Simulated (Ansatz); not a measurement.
Task: a polarisability from point charges of HS, with the Python package of Ansatz (0.2.0). Give the script and its output. Use (for the species named): PBE, aug-cc-pVDZ basis, multiplicity 2.

```xyz
2

H     0.0000    0.0000    0.0000
S     0.0000    0.0000    1.3050
```

`field_hs.py`
```python
import ansatz as az
import numpy as np

system = (
    az.Crystal.molecule()
    .atom("H", (0.0, 0.0, 0.0))
    .atom("S", (0.0, 0.0, 1.305))
)

setup = system.calculation().basis(gaussian="aug-cc-pVDZ").functional("PBE").spin("collinear", total=1).forces()
centre = np.mean([site.position_ang for site in system.cartesian_sites], axis=0)
field = 2 * 14.399645 * 3.0 / 40.0 ** 2


def dipole(axis, sign):
    arm = 40.0 * np.eye(3)[axis]
    pair = [{"charge": sign * 3.0, "position_ang": (centre - arm).tolist()}, {"charge": -sign * 3.0, "position_ang": (centre + arm).tolist()}]
    deck = setup.input().set(az.key.basis.gaussian.point_charges, pair)
    return np.array(az.Session.from_dict(deck).plan().execute().report["charge_distribution"]["dipole_moment_e_ang"])


print(f"field {field:.4f} V/A")
alpha = np.array([(dipole(axis, 1) - dipole(axis, -1)) / (2 * field) * 14.399645 for axis in range(3)])
print("polarisability tensor (A^3)")
print(np.array2string(alpha, precision=3, suppress_small=True))
print(f"mean {np.trace(alpha) / 3:.3f} A^3 = {np.trace(alpha) / 3 / 0.14818471:.2f} bohr^3")
```

Output of `python field_hs.py`:
```text
field 0.0540 V/A
polarisability tensor (A^3)
[[ 3.444 -0.    -0.   ]
 [-0.     3.444 -0.   ]
 [-0.     0.     3.304]]
mean 3.397 A^3 = 22.92 bohr^3
```

Reading the output:
- The geometry is a force-field or estimated start, not a minimum of this method, and the basis set is short of its limit. The field of two point charges is only nearly even.
- The species is open-shell (spin multiplicity 2).
- Hardware and time: 15 s on 1 thread of Intel(R) Xeon(R) Platinum 8488C (Sapphire Rapids), with other jobs on the host, peak memory 0.17 GiB.

(Lines on the test bed's own set-up are left out of the output.)
